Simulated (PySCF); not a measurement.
Method: PBE0/[B def2-TZVP, H def2-TZVP], no relativity, density fitting, PySCF.

```xyz
3
charge 1 multiplicity 1, angstrom
B     0.0000    0.0000    0.0000
H     0.0000    0.0000    1.1792
H     0.0000    0.0000   -1.1792
```

[BH2]+ (singlet), along the line from B1 (at 0) through H2 (at 1.179 Å).

Tabulate the fields along this line at -0.41, -0.35, -0.29, -0.24, -0.18, -0.12, -0.06, 0.06, 0.12, 0.18, 0.24, 0.29, 0.35, 0.41, 0.47, 0.53, 0.59, 0.65, 0.71, 0.77, 0.83, 0.88, 0.94, 1.00, 1.06, 1.12, 1.24, 1.30, 1.36, 1.41, 1.47, 1.53, 1.59, 1.65, 1.71, 1.77, 1.83, 1.89 Å.


```tsv
distance (Å)	electron density (e/Å³)	electron localisation function	electrostatic potential (V)
-0.41	1.67	0.243	63.1
-0.35	2.1	0.128	80.6
-0.29	3.48	0.216	106
-0.24	7.61	0.706	147
-0.18	19.7	0.982	221
-0.12	55.2	0.999	386
-0.06	161	1	952
0.06	161	1	952
0.12	55.2	0.999	386
0.18	19.7	0.982	221
0.24	7.61	0.706	147
0.29	3.48	0.216	106
0.35	2.1	0.128	80.6
0.41	1.67	0.243	63.1
0.47	1.54	0.607	50.6
0.53	1.51	0.909	41.6
0.59	1.51	0.986	35.3
0.65	1.51	0.998	31.1
0.71	1.52	1	28.8
0.77	1.55	1	28.6
0.83	1.6	1	30.6
0.88	1.68	1	35.6
0.94	1.8	1	45.3
1.00	1.96	1	63.7
1.06	2.18	1	103
1.12	2.5	1	224
1.24	2.2	1	224
1.30	1.64	1	103
1.36	1.23	1	62.9
1.41	0.922	1	43.7
1.47	0.681	1	32.6
1.53	0.501	1	25.6
1.59	0.37	1	20.9
1.65	0.274	1	17.6
1.71	0.204	1	15.2
1.77	0.151	1	13.4
1.83	0.112	1	12
1.89	0.0834	1	10.9
```

On a grid of 0.06 Å the density has a local minimum along the bond near 0.53 Å from B, at 1.51 e/Å³, where the ELF is 0.91.
